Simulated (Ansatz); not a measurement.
## bcc Li

Computed with PBEsol (Ansatz, a first-principles code, PAW).

Numerical settings: plane-wave cutoff 500 eV, 12×12×1 k mesh (along the axes of the cell as run), Fermi–Dirac smearing 0.1 eV, scalar-relativistic PAW data made under PBE.

Cell: relaxed at this level.

| Item | Value |
|---|---|
| surface energy of the (221) face | 0.54 J/m² |
| work function of the (221) face | 2.89 eV |

The slab of 18 atoms is relaxed and unreconstructed.

Computed values are for the static lattice.

It cost very roughly 40 core-minutes of CPU time.
